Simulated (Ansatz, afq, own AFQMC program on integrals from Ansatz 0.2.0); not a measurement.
Two steps: Ansatz 0.2.0 writes the Fock matrix and Cholesky factors of the valence space, and afq projects on them the lowest state that overlaps trial and start.

```yaml
crystal:
  periodic: [false, false, false]
  atoms:
    - {symbol: B, position_ang: [0.000000, -0.380732, 2.150191]}
    - {symbol: B, position_ang: [0.000000, 0.405618, 0.780388]}
    - {symbol: Si, position_ang: [0.000000, -0.067455, -1.159082]}
    - {symbol: H, position_ang: [0.000000, 1.612658, 0.864045]}
basis:
  gaussian: {orbitals: cc-pVDZ}
magnetization: {spin_polarized: true, initial_magnetization: 3}
correlation: {method: ccsd_t, electrons: outside_noble_gas, hamiltonian_folder: ham}
```

```sh
$ ansatz run in.yaml --threads 1 --pin off --events-out ev --progress --plain --max-ram 1382MiB
```

afq runs on the folder ham with

```
--method phaseless --trial hf --walkers 120 --populations 1 --least-time 40 --time-step 0.005 --steps-per-block 20 --equilibration-blocks 112 --max-blocks 600 --target-error 0.0012000 --factor-cut 1e-05 --start spin_pure --seed 2740 --taylor-order 6
```

Times are imaginary, in 1/Eh. The walk had a cap of 2083 s.

afq prints:

```
orbitals 44  electrons 7 4  factors 349 of 493
reference energy -338.67832032 Eh
CCSD correlation -0.21579172 Eh in 18 cycles, weight of the determinant in the CISD state 0.8199
energy of the start -338.679066 Eh
 block  time / (1/Eh)  mean weight  energy / Eh
     1     0.100  0.9990  -338.711121
     2     0.200  1.0002  -338.735854
     3     0.300  1.0011  -338.761792
     4     0.400  1.0022  -338.777858
     5     0.500  1.0009  -338.797880
    10     1.000  1.0027  -338.849468
    86     8.600  1.0013  -338.880381
   154    15.400  0.9997  -338.871721
   171    17.100  0.9998  -338.905078
   256    25.600  1.0019  -338.890267
   341    34.100  0.9996  -338.918291
   409    40.900  0.9999  -338.938408
   426    42.600  1.0005  -338.889143
   511    51.100  0.9980  -338.910021
   596    59.600  1.0002  -338.898211
   681    68.100  0.9981  -338.930964
   698    69.800  1.0011  -338.909518
blocks merged  error / Eh  count
     1  0.000617  600
     2  0.000824  300
     4  0.001071  150
     8  0.001368  75
    16  0.001580  37
    32  0.001688  18
    64  0.001722  9
energy -338.904295 +/- 0.001688 Eh
(rows thinned)
```

The run passed its tests (sampling time, drift between the halves within three errors, error under three times the target), which doesn't prove that it has relaxed.

Against this walk (error 45.9 meV) on the same determinant: CCSD(T) 42.9 meV higher (within the noise), CCSDT(Q) 39.9 meV lower (within the noise), a separate phaseless walk with a CISD trial and standard settings 39.7 ± 47.9 meV lower (within the noise). The error is statistical and leaves out the bias of the constraint. None of these is a sure reference here.

Cautions: constraint bias not in the error; error above the target (45.9 against 32.7 meV); lower spins were not checked; higher spins were not checked; raised T1 diagnostic (T1 0.044, weight of the determinant 0.82, largest double 0.07); unrestricted determinant slightly spin contaminated (⟨S²⟩ 3.80 against 3.75); the bias of populations of 120 walkers isn't removed.

The walk took 2.7 min on 1 thread of AMD EPYC 9R45 96-Core Processor (Zen 5), on a shared host. The log's last line is the phaseless energy.

CCSDT and higher add their correlation energy to the determinant of the CCSD(T) run, since their own runs factorise the integrals more tightly (a shift of under 2 meV). A walk keeps the symmetry of its determinant, which the program's search chose and which needn't be the lowest solution, so a lower state of the same spin and another symmetry isn't excluded.
